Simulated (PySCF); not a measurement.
**Orbital picture of SiB**

r²SCAN at R = 1.920 Å; Si cc-pV(D+d)Z, B cc-pVDZ; no relativity (PySCF 2.14). State: ⁴Σ⁻ (quartet), unpaired electrons σ ↑, π ↑↑. Only the outer orbitals are listed, counted within each symmetry.

| spin | orbital | occ. | ε (eV) | on Si (%) | main shells (%) |
| --- | --- | --- | --- | --- | --- |
| α | 5σ | 1 | -14.24 | 56 | 50 Si s, 37 B s |
| α | 6σ | 1 | -9.15 | 47 | 46 B s, 36 Si s, 10 Si p |
| α | 2π | 1 | -6.19 | 56 | 54 Si p, 44 B p |
| α | 2π | 1 | -6.19 | 56 | 54 Si p, 44 B p |
| α | 7σ | 1 | -5.85 | 45 | 49 B p, 35 Si p, 9 Si s |
| α | 3π | 0 | -2.39 | 49 | 51 B p, 46 Si p |
| α | 3π | 0 | -2.39 | 49 | 51 B p, 46 Si p |
| α | 8σ | 0 | 1.61 | 95 | 73 Si p, 18 Si d, 14 B p |
| β | 5σ | 1 | -12.09 | 58 | 54 Si s, 33 B s, 9 B p |
| β | 6σ | 1 | -7.17 | 68 | 35 Si s, 32 Si p, 32 B s |
| β | 2π | 0 | -3.88 | 64 | 64 Si p, 34 B p |
| β | 2π | 0 | -3.88 | 64 | 64 Si p, 34 B p |
| β | 7σ | 0 | -2.86 | 23 | 47 B p, 30 B s, 21 Si p |

Q: Which are the highest filled and the lowest empty level, where do they sit, and how wide is the gap?

A: Highest filled α 7σ at -5.85 eV (in %: 49 B p, 35 Si p, 9 Si s); lowest empty β 2π at -3.88 eV (in %: 64 Si p, 34 B p); the gap at r²SCAN is 1.97 eV.

```json
{"bond order (Mayer)": "1.91", "⟨S²⟩": "3.754", "charge on Si (Mulliken, basis-dependent)": "0.15", "charge on Si (Löwdin, basis-dependent)": "0.18", "dipole moment (positive dipole means Si(−)B(+))": "-0.35 D"}
```

The state is the lowest determinant that a PBE0 search found; another state may lie lower at other levels.
